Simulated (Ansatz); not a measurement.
# CF+ (singlet): from Hartree-Fock to the top rungs, 6-31G

The task here is to estimate one member of a computed series from the others.

Program: Ansatz 0.2.0, Gaussian basis. Level of theory: 6-31G, core rule «outside noble gas», up to 2 orbitals frozen. These are calculated values, not measurements.

Plan: UHF; CCSD(T) on RHF; BCCD(T) on RHF; CISD; CCSDT(Q) on RHF; CISDTQ; CCSDTQ on RHF; CASSCF and MRCISD+Q, 10 electrons in 8 orbitals; CASSCF and NEVPT4(SD), 10 electrons in 8 orbitals; CASSCF and NEVPT2, 10 electrons in 8 orbitals; Full CI.

9 further runs of the same task are left out: 2 that didn't finish, 7 set aside as unsound or not needed. Runs told in other sessions of the task aren't counted.

**What is computed**

The geometry is a PBE0/def2-TZVP stationary point (not a proven minimum) of the parent state, kept for this charge and spin.

2 atoms, charge 1, spin multiplicity 1.

Atoms are counted from 1 here; the program's logs count them from 0.

Bond lengths: C1–F2 1.207 Å.

Geometry (Å):

```xyz
2

C     0.00000    0.00000    0.00000
F     0.00000    0.00000    1.20670
```

The first run:

in.yaml

```yaml
crystal:
  periodic: [false, false, false]
  atoms:
    - {symbol: C, position_ang: [0.000000, 0.000000, 0.000000]}
    - {symbol: F, position_ang: [0.000000, 0.000000, 1.206700]}
basis:
  gaussian: {orbitals: 6-31G}
total_charge: 1
magnetization: {spin_polarized: true, initial_magnetization: 0}
hamiltonian: {xc: hf}
output: {orbitals: {seedname: orbitals}}
```

Command:

```
$ ansatz run in.yaml --threads 1 --pin off --events-out ev --progress --plain --max-ram 2393MiB
```

Among the steps run: UHF; CCSD(T) on RHF; BCCD(T) on RHF; CISD; CCSDT(Q) on RHF; CISDTQ; CCSDTQ on RHF; CASSCF and MRCISD+Q, 10 electrons in 8 orbitals; CASSCF and NEVPT4(SD), 10 electrons in 8 orbitals; CASSCF and NEVPT2, 10 electrons in 8 orbitals; Full CI.

One table of the session follows, with a row left open; its other results are not shown here.

It belongs to the step «Misses and costs». 

| method | from FCI (kcal/mol) |
| --- | --- |
| RHF | +136.23 |
| RMP2 | +10.87 |
| CISD | +13.49 |
| RCCSD | +6.07 |
| RCCSD(T) | +0.58 |
| BCCD(T) | +0.11 |
| RCCSDT | +0.35 |
| CISDTQ | +0.75 |
| RCCSDT(Q) | -0.14 |
| RCCSDTQ | -0.08 |
| CASSCF valence | +52.52 |
| NEVPT2 valence | ? |
| NEVPT4(SD) valence | +4.25 |
| MRCISD valence | +4.24 |
| MRCISD+Q valence | +3.05 |
| FCI | 0 |

Estimate the missing values for NEVPT2 valence.

**Answer.** from FCI (kcal/mol): +13.75. In the column «from FCI (kcal/mol)» it lies between CISD (+13.49) and CASSCF valence (+52.52).

To keep in mind: RCCSDT(Q), RCCSDTQ fall below full CI, which methods that aren't variational can do.
